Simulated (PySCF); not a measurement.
An element was calculated at UHF (PySCF 2.14, non-relativistic, a triple-zeta basis, no spin-orbit coupling), in the ground configurations that NIST lists.

| Property | Result |
| --- | --- |
| electron affinity | 0.452 eV |
| first ionisation energy | 10.801 eV |
| second ionisation energy | 24.171 eV |
| third ionisation energy | 45.778 eV |
| polarisability of the atom | 11.9 bohr³ |

Task: Which element is it?

Result: Carbon (C, Z = 6), in dyall-av3z. NIST lists 11.260, 24.383, 47.888 eV for these ionisation energies.
